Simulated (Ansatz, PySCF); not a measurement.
Species: C2H3O (charge 0, doublet). It need not be the lowest isomer of its formula. SMILES: O=[C]C
Geometry: optimised at B3LYP-D3(BJ)/def2-TZVP (Ansatz, a program for electronic structure).

Wanted: vertical electron affinity (to the singlet state of charge -1; a negative value means that the extra electron is unbound and the number depends on the basis; each state is the SCF solution reached for its spin; for the singlet the Hartree-Fock reference is unstable and T1 is 0.038), in eV. Cores are frozen in the correlated levels unless marked. UHF or UKS for open shells. Spin-orbit coupling is left out. No relativistic terms. Anions need diffuse functions: aug- sets have them; def2-D sets add few. Basis-set limits of correlation are two-point, X^-3; Hartree-Fock from the larger set. [CCSD(T)-MP2]/basis is that difference in the basis named.

```json
[
 {"level": "M06-2X/def2-TZVPD", "program": "PySCF", "vertical electron affinity (eV)": "-0.15"},
 {"level": "CAM-B3LYP/def2-TZVPD", "program": "Ansatz", "vertical electron affinity (eV)": "…"},
 {"level": "B2PLYP/def2-TZVPD", "program": "Ansatz", "vertical electron affinity (eV)": "-0.16"},
 {"level": "CCSD/aug-cc-pVDZ", "program": "Ansatz", "vertical electron affinity (eV)": "-0.18"},
 {"level": "RI-MP2/CBS(aug-cc-pVTZ,aug-cc-pVQZ)+[CCSD(T)-MP2]/aug-cc-pVDZ", "program": "Ansatz", "vertical electron affinity (eV)": "…"}
]
```

Problem. Some entries are withheld; supply them.

Solution. 
- CAM-B3LYP/def2-TZVPD, vertical electron affinity (eV): -0.13
- RI-MP2/CBS(aug-cc-pVTZ,aug-cc-pVQZ)+[CCSD(T)-MP2]/aug-cc-pVDZ, vertical electron affinity (eV): 0.20
